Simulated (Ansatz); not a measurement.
## Aluminium, fcc: convergence with Fermi-Dirac smearing

Computed with Ansatz, r²SCAN, scalar-relativistic PAW, on the relaxed cell (a = 3.993 Å; spin not included). Errors count from a run at 500 eV on a Γ-centred 22×22×22 mesh with Fermi-Dirac smearing of 0.1 eV, extrapolated to zero width. Fixed here: cutoff 500 eV, mesh 14×14×14. The SCF starts from atomic densities corrected by a trained network.

```
width (eV)  E(σ→0) error (meV/atom)  F error (meV/atom)  P (GPa)  SCF iterations
      0.01                      6.5                 6.4    -0.42               6
      0.03                      6.3                 5.6    -0.38               6
       0.1                      6.2                -0.2    -0.20               6
       0.2                      6.1               -19.3     0.11               6
       0.3                      5.1               -50.6     0.41               6
       0.6                      2.7              -214.7     1.57               6
       1.0                      3.2              -601.3     4.16               6
```
